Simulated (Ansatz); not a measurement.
# Which method gave which barrier?

Saddle point of SiNH5S, closed shell (SiNH₅S ([NH2][SiH2][SH]) → SiH₂S ([SiH2][S]) + NH₃ (still joined by a long Si–N bond); bonds formed: N2–H4; bonds broken: S3–H4; bonds weakened to dative contacts: Si1–N2), PBE0-D4/def2-TZVP structure:

Si1  (-0.709, -0.491, -0.222)
N2  (0.562, 0.659, 0.430)
S3  (0.676, -1.336, -1.486)
H4  (1.188, -0.091, -0.487)
H5  (-1.813, 0.337, -0.773)
H6  (-1.236, -1.266, 0.931)
H7  (0.468, 1.646, 0.217)
H8  (0.864, 0.542, 1.390)
(Å)

Ansatz 0.2.0; basis: def2-TZVPP, with def2-QZVPP for the basis limit; cores frozen in the correlated methods. Extrapolation: Hartree–Fock as exp(−7.88 √X), correlation as X^−2.97. Four methods, as single points on the PBE0-D4 structures, gave these electronic barriers from the start structure: 18.66, 25.17, 27.36, 40.78 kcal/mol.

Problem. The methods were, in alphabetical order, HF, MP2, r2SCAN-D4, SPW92. Which gave which? (Judge from chemistry; the calculation decides.)

Solution. By the calculation: SPW92 18.66; r2SCAN-D4 25.17; MP2 27.36; HF 40.78 kcal/mol. For comparison, CCSD(T) at an estimated basis limit (MP2 extrapolated from triple and quadruple zeta, plus CCSD(T) − MP2 in triple zeta) gives 28.82 kcal/mol.

The T1 diagnostic stays at or below 0.012.

Labels in which every atom is bracketed show which atoms are joined, not bond orders.

For scale, one of the runs: CCSD(T)/def2-TZVPP, 185 basis functions (an equivalent command: `ansatz run in.yaml --threads 2`). The run took 33 s on 2 CPU threads (shared host), with 1.7 GiB of host memory at its peak.
